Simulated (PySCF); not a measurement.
Species: C₃H₂N₂.
Numbering: `[N:1]#[C:2][C@H:3]1[CH:4]=[N:5]1`

A calculation gives these core lines: C 1s: 292.58 (area 1), 293.58 (area 1), 293.61 (area 1) eV; N 1s: 405.36 (area 1), 406.59 (area 1) eV.

Computed, not measured: delta-SCF UKS SCAN, pcX-2 on the ionised atom, pcseg-1 elsewhere, spin-free X2C (PySCF 2.14.0). Isolated species at its PBE0-D3(BJ)/def2-SVP geometry, gas phase.

Assign the N 1s lines to atoms.

405.36 eV: N1 (nitrile nitrogen); 406.59 eV: N5 (C=N nitrogen). The listed N 1s values span 1.23 eV, from N1 (bonded to C (triple bond)) to N5 (bonded to C (double bond) and C). Summing the Pauling electronegativity differences to the bonded atoms, each weighted by its formal bond order, gives -1.47 for the lowest site and -1.47 for the highest; the sum is the same at every site.

Bonded neighbours of each site: N1: C (triple bond); C2: N (triple bond) and C; C3: N, 2 C and H; C4: N (double bond), C and H; N5: C (double bond) and C.

Give the binding energy of C 1s of C2 in hartree and in kJ/mol.

292.58 eV = 10.7521 Eh = 28230 kJ/mol.

The unrestricted hole states depart most from a pure doublet (⟨S²⟩ = 0.75; over 0.85 named) for C 1s of C4 (0.88), which makes this value less certain.
